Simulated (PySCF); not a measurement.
**P₂ and its ions**

PBE; basis P def2-SVP; no relativity; PySCF 2.14. Neutral (UKS): singlet (closed shell), Re = 1.915 Å, ωe = 783 cm⁻¹, De = 5.17 eV, HOMO -7.00 eV, LUMO -3.29 eV.

P₂⁺ (UKS): doublet (π ↑), Re = 2.011 Å, ωe = 668 cm⁻¹, De = 5.20 eV to P⁺ + P. The energies at the minima are -682.16566 hartree for P2 and -681.78317 for P₂⁺.

Work out the adiabatic ionisation energy, without and with harmonic zero-point energies (1 hartree = 27.2114 eV, 1 eV = 8065.5 cm⁻¹), and the change of the bond length.

At PBE: 0.38249 hartree = 10.408 eV between the minima; the zero-point term (668.0 − 783.0)/2 cm⁻¹ = -0.007 eV makes it 10.401 eV. Re changes by +9.6 pm against the neutral. Minus the HOMO energy is 7.00 eV, -3.41 eV from the value between the minima; self-interaction puts the Kohn–Sham level too high, less so with exact exchange. The electron leaves a π orbital, and the longer bond of the ion fits a bonding orbital, or a change in how ionic the bond is.

States were picked by a PBE0 search and need not be the measured ground states.
